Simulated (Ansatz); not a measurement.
Results of r²SCAN+rVV10 (Ansatz, a quantum-chemistry and plane-wave program, PAW) for C (R-3m, No. 166, 2 atoms in the cell; start mp-169; another form than the element's usual one).

Numerical settings: plane-wave cutoff 500 eV, 18×18×12 k mesh (along the axes of the cell as run), Fermi–Dirac smearing 0.05 eV, scalar-relativistic PAW data made under PBE.

Cell (relaxed at this level):

```cif
data_C2
_chemical_formula_sum 'C2'
_space_group_name_H-M_alt 'P 1'
_space_group_IT_number 1
_cell_length_a 2.45530
_cell_length_b 2.45530
_cell_length_c 3.62436
_cell_angle_alpha 109.788
_cell_angle_beta 109.788
_cell_angle_gamma 60.000
loop_
_space_group_symop_operation_xyz
  'x, y, z'
loop_
_atom_site_label
_atom_site_type_symbol
_atom_site_fract_x
_atom_site_fract_y
_atom_site_fract_z
_atom_site_occupancy
C1 C 0.83337 0.83337 0.00010 1
C2 C 0.16663 0.16663 0.99990 1
```

Question: Estimate the band gap that the calculation returns.

Answer: 
- band gap: 0.72 eV (on the SCF k mesh)

Note: the relaxation could not lower the start's symmetry, so the cell can be a saddle point above a distorted one.

Computed values are for the static lattice.

Cost on a shared machine: around 2.6 core-minutes (rough).

A start named mp-… is a Materials Project structure, which need not be a measured phase.
